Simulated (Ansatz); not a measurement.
# AlH + CH5N: a complex and its separated parts

Aim: how far the complex at one end of a reaction step lies below its separated, relaxed parts, level by level.

Method: PBE0-D4/def2-TZVP structures, single points in def2-TZVPP, no counterpoise correction; program: Ansatz 0.2.0, Gaussian basis.

Levels: SPW92, PBE-D4, BLYP-D4, r2SCAN-D4, B97M-V, PBE0-D4, B3LYP-D4, r2SCAN0-D4, BHLYP-D4, CAM-B3LYP-D4, wB97X-V, wB97M-V, B2PLYP, PBE-QIDH, RPA on PBE, Hartree-Fock, MP2, CCSD, CCSD(T).

Cores are frozen in the correlated methods. B3LYP uses VWN-RPA correlation. B2PLYP carries no dispersion term here.

56 further runs of the same task are left out: 56 set aside as unsound or not needed.

### 1 Where the work starts

The complex: 9 atoms, charge 0, spin multiplicity 1.

Atoms are counted from 1 here; the program's logs count them from 0.

Bond lengths: Al1–N2 2.187 Å, Al1–H5 1.679 Å, N2–C3 1.465 Å, N2–H4 1.016 Å, N2–H6 1.016 Å, C3–H7 1.093 Å, C3–H8 1.090 Å, C3–H9 1.090 Å. Angles: N2–Al1–H5 82.1°, Al1–N2–C3 117.7°, Al1–N2–H4 105.2°, Al1–N2–H6 105.2°, C3–N2–H4 111.3°, C3–N2–H6 111.3°, H4–N2–H6 105.2°, N2–C3–H7 112.9°, N2–C3–H8 108.9°, N2–C3–H9 108.9°, H7–C3–H8 109.3°, H7–C3–H9 109.3°, H8–C3–H9 107.4°.

As a file:

| atom | x (Å) | y (Å) | z (Å) |
| --- | --- | --- | --- |
| Al1 | -1.91317 | 0.80259 | -0.65098 |
| N2 | -0.18482 | -0.12946 | 0.31294 |
| C3 | 1.10556 | -0.04926 | -0.37623 |
| H4 | -0.45778 | -1.09492 | 0.47370 |
| H5 | -2.69376 | 0.22816 | 0.72003 |
| H6 | -0.13627 | 0.29054 | 1.23691 |
| H7 | 1.91331 | -0.53971 | 0.17345 |
| H8 | 1.35854 | 1.00008 | -0.52937 |
| H9 | 1.00840 | -0.50802 | -1.36045 |

Its parts: AlH holds atoms 1, 5; CH5N holds atoms 2, 3, 4, 6, 7, 8, 9. Each part counts its atoms afresh in its own runs.

### 2 Relaxing AlH alone

relax-a/in.yaml

```yaml
crystal:
  periodic: [false, false, false]
  atoms:
    - {symbol: Al, position_ang: [-1.913170, 0.802594, -0.650976]}
    - {symbol: H, position_ang: [-2.693761, 0.228157, 0.720029]}
basis:
  gaussian: {orbitals: def2-TZVP}
hamiltonian: {xc: pbe0, dispersion: d4}
relax: {f_tol: 0.005, max_steps: 200}
```

Run with:

```bash
ansatz run in.yaml --threads 2 --pin off --events-out ev --progress --plain --max-ram 4352MiB
```

The runs that follow: Relaxing CH5N alone; SPW92/def2-TZVPP; PBE-D4/def2-TZVPP; BLYP-D4/def2-TZVPP; r2SCAN-D4/def2-TZVPP; B97M-V/def2-TZVPP; PBE0-D4/def2-TZVPP; B3LYP-D4/def2-TZVPP; r2SCAN0-D4/def2-TZVPP; BHLYP-D4/def2-TZVPP; CAM-B3LYP-D4/def2-TZVPP; wB97X-V/def2-TZVPP; wB97M-V/def2-TZVPP; B2PLYP/def2-TZVPP; PBE-QIDH/def2-TZVPP; RPA on PBE/def2-TZVPP; CCSD(T)/def2-TZVPP; Vibrations of AlH; Vibrations of CH5N.

**Question.** What will these runs give? Wanted: complex less parts, CCSD(T)/def2-TZVPP; with zero-point energy; largest T1 diagnostic.

As calculated:

| quantity | value |
| --- | --- |
| complex less parts, CCSD(T)/def2-TZVPP | -0.753 eV |
| with zero-point energy | -0.643 eV |
| largest T1 diagnostic | 0.014 |

**Reading.** At CCSD(T) the complex lies 0.753 eV below its parts. Among the functionals B3LYP-D4 lands nearest to CCSD(T) (-0.003 eV) and SPW92 farthest (-0.344 eV). By rung, the mean size of the error is: LDA 0.344, GGA 0.059, meta-GGA 0.073, hybrid 0.058, range-separated hybrid 0.015, double hybrid 0.061 eV. PBE-D4 gives a relative energy 0.107 eV too low, outside chemical accuracy (1 kcal/mol, 0.043 eV). No counterpoise was applied, and triple zeta lacks some correlation, so the CCSD(T) reference has a basis error of its own, and close matches with it are partly luck. The restricted Hartree–Fock reference is unstable towards an unrestricted one at one or more of these structures.
